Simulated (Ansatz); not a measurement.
Relaxation of CH2OSi (5 atoms, charge 0, multiplicity 1), to a largest force component of 0.02 eV/Å in at most 50 steps.

Computed with Ansatz, RKS B3LYP/6-31G*.

```xyz
5
Properties=species:S:1:pos:R:3
C -0.180 0.626 -0.444
Si 0.349 -0.756 0.486
O 0.954 -1.925 1.209
H -0.298 1.581 0.046
H -1.077 -0.580 0.593
```

Q: Where does it end, and by what steps?

A: It converged. After 13 steps the energy has fallen by 2.665 eV; H5 moved furthest, 1.05 Å. Parted: Si2–H5. Joined: C1–H5.

| step | energy less start (eV) | largest force component (eV/Å) | accepted |
| --- | --- | --- | --- |
| 0 | 0.0000 | 2.316 | yes |
| 1 | -0.2581 | 1.422 | yes |
| 2 | -0.5820 | 1.444 | yes |
| 3 | -1.3160 | 2.490 | yes |
| 4 | -2.0216 | 2.266 | yes |
| 5 | -2.4014 | 1.026 | yes |
| 6 | -2.6072 | 0.576 | yes |
| 7 | -2.6375 | 0.639 | yes |
| 8 | -2.6511 | 0.575 | yes |
| 9 | -2.6514 | 0.320 | yes |
| 10 | -2.6629 | 0.138 | yes |
| 11 | -2.6643 | 0.066 | yes |
| 12 | -2.6647 | 0.127 | yes |
| 13 | -2.6650 | 0.018 | yes |

```xyz
5
Properties=species:S:1:pos:R:3
C -0.482 0.302 -0.020
Si 0.482 -0.851 0.808
O 1.436 -2.015 1.064
H -0.128 1.331 -0.011
H -1.561 0.178 0.050
```

Whether the end is a true minimum wasn't checked by a vibrational analysis.

Time of the run: 12 s on 1 thread of AMD EPYC 9R45 96-Core Processor (Zen 5), on a shared host, peak memory 0.14 GiB.
